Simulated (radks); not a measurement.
**C²⁺ in 1s1 2s2 2p1: an all-electron calculation**

An exercise on one series of results from a longer session: the logs are not shown, and one member is left open.

Program: radks (a radial shooting solver on a logarithmic mesh, Libxc functionals) version 1. Level of theory: Dirac Kohn-Sham, RPBE, spin-unpolarised, spherical densities, point nucleus; open shells are shared between the two j in proportion to 2j + 1. These are calculated values, not measurements, unless marked.

### What is computed

```
element       : carbon (Z = 6)
charge        : +2
electrons     : 4
configuration : 1s1 2s2 2p1
```

Outer shells as boxes (Hund's rule):

C²⁺
```
1s [↑ ]
2s [↑↓]
2p [↑ ][  ][  ]
```

Set-up of the first run:

The run's settings:

```text
Z 6
configuration 1s1 2s2 2p1 3s0 3p0
relativity Dirac
functional rpbe,pbe
spin unpolarised
j_filling average
nucleus point
c 137.035999084
```

Among the steps run: Self-consistent calculation.

One table of the session follows, with a row left open; its other results are not shown here.

It belongs to the step «Orbitals and density». Radial moments (bohr):

| level | <r> | outermost maximum (interpolated) | 90 % within |
| --- | --- | --- | --- |
| 1s1/2 | 0.2561 | 0.168 | 0.457 |
| 2s1/2 | 1.238 | 1.02 | 1.92 |
| 2p1/2 | ? | ? | ? |
| 2p3/2 | 1.146 | 0.876 | 1.88 |

**Question.** Estimate the row for 2p1/2.

The run gave: <r>: 1.145; outermost maximum (interpolated): 0.875; 90 % within: 1.88. In the column «<r>» it lies between 1s1/2 (0.2561) and 2p3/2 (1.146).
